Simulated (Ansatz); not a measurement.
# C2H2N: the cost of one run

Method: the levels named in each step, in Ansatz 0.2.0.

## (1) The structure to begin with

Bond lengths: C1–C2 1.354 Å, C2–N3 1.163 Å, C1–H4 1.075 Å, C1–H5 1.075 Å. Angles: C1–C2–N3 179.9°, C2–C1–H4 120.3°, C2–C1–H5 120.4°, H4–C1–H5 119.3°.

As a file:

```xyz
5

C    -1.2588    0.0345   -0.0031
C     0.0951   -0.0016    0.0000
N     1.2572   -0.0351    0.0032
H    -1.7765    0.9764    0.0284
H    -1.8276   -0.8768   -0.0370
```

## (2) A rough first relaxation, PBE-D4/def2-SVP

This run stands in another session on the same molecule. It ended at:

```xyz
5

C    -1.2715    0.0353   -0.0035
C     0.1141   -0.0028    0.0001
N     1.3010   -0.0362    0.0035
H    -1.8012    0.9992    0.0291
H    -1.8530   -0.8982   -0.0378
```

## (3) Relaxation, HF/STO-3G

The input, input.yaml:

```yaml
crystal:
  periodic: [false, false, false]
  atoms:
    - { symbol: C, position_ang: [-1.27151716, 0.03531481, -0.00350913] }
    - { symbol: C, position_ang: [0.11411386, -0.00277066, 7.028e-05] }
    - { symbol: "N", position_ang: [1.30103812, -0.03618002, 0.00348897] }
    - { symbol: H, position_ang: [-1.80120176, 0.99920355, 0.02912626] }
    - { symbol: H, position_ang: [-1.85296305, -0.89821768, -0.03781638] }
magnetization:
  spin_polarized: true
  initial_magnetization: 1
basis:
  gaussian: { orbitals: STO-3G }
hamiltonian:
  xc: hf
relax:
  f_tol: 0.002
  max_steps: 150
```

On the command line:

```
$ ansatz run input.yaml --threads 2 --pin off --max-ram 5120MiB --backend cpu --events-out ev --progress --plain --runs-dir out
```

Q: Estimate wall time and peak memory on 2 threads of Intel Xeon Platinum 8488C (Sapphire Rapids), shared host.

About 1.2 s, with a peak of 0.1 GiB.
